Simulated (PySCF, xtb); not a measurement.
tert-butyl cation (C4H9), SMILES [C+](C)(C)C, charge +1.

GFN2-xTB (xtb 6.7.1) at its own geometry gives an orbital gap of 3.69 eV.

Geometry optimised at PBE-D3(BJ)/def2-SVP. A frequency run showed that this geometry is not a minimum.

Q: What does M06-2X/def2-TZVP run with PySCF give? (An estimate is asked for; the answer gives what the named calculation found.)

A: gap 9.98 eV (levels -17.54 and -7.56 eV).
